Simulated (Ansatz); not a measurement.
## How far a parabola holds: energy against volume of rock-salt BaTe

Rock-salt BaTe was calculated with LDA in Ansatz (PAW). Settings: plane-wave cutoff 520 eV, 8×8×8 k mesh, Fermi–Dirac smearing 0.01 eV, scalar-relativistic PAW data made under PBE. The cell has no free parameter but its volume, all volumes share cutoff and mesh, and the runs aren't spin-polarised. Energies are free energies at the run's smearing, counted from the lowest row; static lattice.

| V (Å³/atom) | E (meV/atom) |
|---|---|
| 38.032 | ? |
| 38.841 | 7.69 |
| 39.651 | 1.85 |
| 40.460 | 0.00 |
| 41.269 | 1.72 |
| 42.078 | 6.63 |

Problem. Using a parabola, estimate the missing E at V = 38.032 from the other rows, showing the fit.

Solution. With u = V - 40.5, the rows have u = -1.6590, -0.8490, -0.0400, 0.7690, 1.5780. Least squares gives E = -0.009 - 0.0571·u + 2.7341·u². Residuals (row less fit): 0.079, -0.160, 0.002, 0.156, -0.079; standard error 0.177 (degrees of freedom: 2). The fitted curve has its minimum at V = 40.5, where E = -0.01. Its curvature is d²E/dV² = 2 × 2.7341 meV/Å⁶, so B = V0·d²E/dV² × 0.1602 = 35.5 GPa. At the withheld row, u = -2.4680, so E = -0.009 - 0.0571 × (-2.4680) + 2.7341 × (-2.4680)² = 16.785 meV/atom. The calculation gives 17.96 meV/atom, 1.175 meV/atom above the prediction (6.5 % of the range of E in the table). The row lies outside the fitted rows, so this is an extrapolation. From the scatter of the fitted rows alone, a prediction at this place has a standard error of 0.418 meV/atom, so the miss is 2.8 times that.

The residuals are curvature that a parabola lacks, not noise. A solid that stiffens under compression and softens on expansion lies above the parabola at the compressed end and under it at the expanded end, as this row does. A third-order Birch-Murnaghan fit to the whole scan has B0 = 35.3 GPa. Only scans are tabulated whose curvature falls smoothly with volume, and where the parabola meets the shown rows within 5 % of their range and misses the end by 0.1 meV or more.

Spin–orbit coupling is not included.

Ansatz is a first-principles code.
